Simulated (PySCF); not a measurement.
ethylamine (C2H7N), SMILES CCN.

Geometry: B3LYP-D3(BJ)/def2-TZVP. The values are those of a single conformer.

These are TDA-PBE/def2-SVPD (PySCF 2.14.0) values and carry that method's errors.

Vertical excitations. 

```json
[
 {"state": "S1", "energy (eV)": "5.52", "λ (nm)": "224", "f": "0.012", "main pairs": "HOMO→LUMO 100 %"},
 {"state": "S2", "energy (eV)": "6.32", "λ (nm)": "196", "f": "0.003", "main pairs": "HOMO→LUMO+1 98 %"},
 {"state": "S3", "energy (eV)": "6.61", "λ (nm)": "187", "f": "0.029", "main pairs": "HOMO→LUMO+2 98 %"},
 {"state": "S4", "energy (eV)": "7.23", "λ (nm)": "171", "f": "0.070", "main pairs": "HOMO→LUMO+3 99 %"},
 {"state": "S5", "energy (eV)": "7.66", "λ (nm)": "162", "f": "0.024", "main pairs": "HOMO→LUMO+4 99 %"},
 {"state": "S6", "energy (eV)": "8.15", "λ (nm)": "152", "f": "0.011", "main pairs": "HOMO→LUMO+5 98 %"},
 {"state": "S7", "energy (eV)": "8.38", "λ (nm)": "148", "f": "0.005", "main pairs": "HOMO→LUMO+6 92 %"},
 {"state": "S8", "energy (eV)": "8.41", "λ (nm)": "147", "f": "0.002", "main pairs": "HOMO−1→LUMO 92 %"},
 {"state": "S9", "energy (eV)": "8.63", "λ (nm)": "144", "f": "0.016", "main pairs": "HOMO→LUMO+7 96 %"},
 {"state": "S10", "energy (eV)": "8.94", "λ (nm)": "139", "f": "0.002", "main pairs": "HOMO−2→LUMO 98 %"},
 {"state": "T1", "energy (eV)": "5.30", "λ (nm)": "234", "f": "0", "main pairs": "HOMO→LUMO 99 %"},
 {"state": "T2", "energy (eV)": "6.15", "λ (nm)": "201", "f": "0", "main pairs": "HOMO→LUMO+1 97 %"},
 {"state": "T3", "energy (eV)": "6.43", "λ (nm)": "193", "f": "0", "main pairs": "HOMO→LUMO+2 98 %"},
 {"state": "T4", "energy (eV)": "6.99", "λ (nm)": "177", "f": "0", "main pairs": "HOMO→LUMO+3 99 %"}
]
```
Triplets are in the Tamm–Dancoff approximation.
